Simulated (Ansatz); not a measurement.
# C2H6O2S: the cost of one run

All numbers are computed with the Python package of Ansatz 0.2.0. Level of theory: PBE0/def2-SVPD.

**1. The structure**

Bond lengths: C1–S2 1.743 Å, S2–C3 1.748 Å, S2–O4 1.439 Å, S2–O5 1.447 Å, C1–H6 1.100 Å, C1–H7 1.051 Å, C1–H8 1.140 Å, C3–H9 1.151 Å, C3–H10 1.108 Å, C3–H11 1.088 Å. Angles (14 of 18 angles, heavy atoms first): C1–S2–C3 100.8°, C1–S2–O4 111.1°, C1–S2–O5 109.7°, C3–S2–O4 106.1°, C3–S2–O5 108.4°, O4–S2–O5 119.0°, S2–C1–H6 110.6°, S2–C1–H7 111.5°, S2–C1–H8 105.1°, S2–C3–H9 110.2°, S2–C3–H10 109.9°, S2–C3–H11 111.3°, H6–C1–H7 113.6°, H6–C1–H8 104.8°.

No structure file is read: the coordinates are typed or built in the script.

**2. Script**

Contents of c2h6o2s_bde.py:

```python
'''X-H bond energies of C2H6O2S without relaxation.'''

import ansatz as az
from ase import Atoms


def total_energy(molecule, charge=0, unpaired=0):
    calc = molecule.calculation().basis(gaussian='def2-SVPD').functional('PBE0')
    if charge:
        calc = calc.charge(charge)
    if unpaired:
        calc = calc.spin('collinear', total=unpaired)
    return calc.run(threads=1).report['free_energy_ev']

def without(molecule, index):
    rest = az.Crystal.molecule()
    for i, site in enumerate(molecule.cartesian_sites):
        if i != index:
            rest = rest.atom(site.symbol, site.position_ang)
    return rest


def main() -> None:
    atoms = Atoms(['C', 'S', 'C', 'O', 'O', 'H', 'H', 'H', 'H', 'H', 'H'], positions=[
        (-1.3481, 0.1699, 0.2401),
        (0.1177, 0.3818, -0.6784),
        (1.2454, -0.5378, 0.2894),
        (0.0367, -0.2936, -1.9469),
        (0.5155, 1.7724, -0.6473),
        (-1.2622, 0.6554, 1.2234),
        (-1.6274, -0.8419, 0.2934),
        (-2.1376, 0.7764, -0.3151),
        (1.3377, -0.0753, 1.3396),
        (2.2562, -0.4886, -0.1609),
        (0.9314, -1.5756, 0.3833),
    ])
    molecule = az.Crystal.molecule_from_ase(atoms)

    whole = total_energy(molecule, 0)
    hydrogen = total_energy(az.Crystal.molecule().atom('H', (0, 0, 0)), 0, 1)
    print(f'E(molecule) = {whole:.5f} eV, E(H) = {hydrogen:.5f} eV')
    for index in [10]:
        radical = total_energy(without(molecule, index), 0, 1)
        print(f'H{index}: homolysis {(radical + hydrogen - whole):.3f} eV')


if __name__ == '__main__':
    main()
```

**3. The calls as engine input**

The engine receives this input (first run):

```yaml
crystal:
  periodic: [false, false, false]
  atoms:
    - { symbol: C, position_ang: [-1.3481, 0.1699, 0.2401] }
    - { symbol: S, position_ang: [0.1177, 0.3818, -0.6784] }
    - { symbol: C, position_ang: [1.2454, -0.5378, 0.2894] }
    - { symbol: O, position_ang: [0.0367, -0.2936, -1.9469] }
    - { symbol: O, position_ang: [0.5155, 1.7724, -0.6473] }
    - { symbol: H, position_ang: [-1.2622, 0.6554, 1.2234] }
    - { symbol: H, position_ang: [-1.6274, -0.8419, 0.2934] }
    - { symbol: H, position_ang: [-2.1376, 0.7764, -0.3151] }
    - { symbol: H, position_ang: [1.3377, -0.0753, 1.3396] }
    - { symbol: H, position_ang: [2.2562, -0.4886, -0.1609] }
    - { symbol: H, position_ang: [0.9314, -1.5756, 0.3833] }
basis:
  gaussian:
    orbitals: def2-SVPD
hamiltonian:
  xc: pbe0
```

**4. Running it**

Launch:

```bash
$ python c2h6o2s_bde.py
```

What time and memory should one allow on 1 thread of Intel Xeon Platinum 8488C (Sapphire Rapids), shared host?

About 12 s, with a peak of 0.51 GiB.
